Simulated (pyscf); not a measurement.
A first-order saddle from PySCF, ωB97X-D3(BJ)/def2-SVP:

```xyz
9

C     -0.7095     0.0568     0.8372
C      0.5353    -0.7332     0.6343
F      1.8396     0.2182     1.2349
F      0.6086    -1.8564     1.3278
F      0.8568    -0.9631    -0.6273
H     -0.6325     1.0053     0.2902
H     -0.8405     0.2620     1.9074
H     -1.5803    -0.5090     0.4650
H      2.8108     0.8461     1.6432
```
Charge 0, spin multiplicity 2.

Surface: doublet, charge 0. Lowest wavenumbers (cm⁻¹): 1934i, 209, 226, 244, 380.

Q: Which two sides does it connect, and which bonds change?

A: `[CH3][C]([F])([F])[F]` + `[H]` [doublet] ⇌ `[CH3][C]([F])[F]` [doublet] + `[FH]`, an atom transfer read from left to right: C–F broken and F–H formed. At ωB97M-D3(BJ)/def2-TZVP it lies +159.6 kJ/mol from the left side and +195.2 kJ/mol from the right (each side as separated species at their lowest minima found). One saddle was located; it need not be the lowest between these sides. The angle at the transferred F is 177°.
